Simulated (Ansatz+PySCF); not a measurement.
Values are calculated unless marked as measured or tabulated.
## Several solutions for singlet NH₃

```xyz
4

N     0.0000    0.0000    0.1216
H     1.6377    0.0000   -0.5877
H    -0.4679    0.8105   -0.2837
H    -0.4679   -0.8105   -0.2837
```

Basis set: 6-31G (spherical functions). Charge 0, multiplicity 1.

PBE0 (unrestricted) was run from several starts with Ansatz (development build ahead of 0.2.0) and PySCF 2.14.0.

| run | program | start | converged | energy (hartree) | <S²> |
| --- | --- | --- | --- | --- | --- |
| A | Ansatz | stability test followed | yes | -56.32737 | 0.15 |
| B | PySCF | program defaults | yes | -56.32687 | 0.00 |
| C | Ansatz | search for the lowest state | yes | -56.32737 | 0.15 |
| D | Ansatz | atomic start, no search | yes | -56.32687 | 0.00 |

Q: Which runs reached the lowest solution of this kind, and what is wrong with the others?

A: A, C reached the lowest solution found. Converged but too high: B by 0.01 eV, D by 0.01 eV. Convergence only shows a stationary point, and even a stable one can lie too high; stability tests and further starts are what find lower ones. Caution: the unrestricted determinant is spin contaminated.
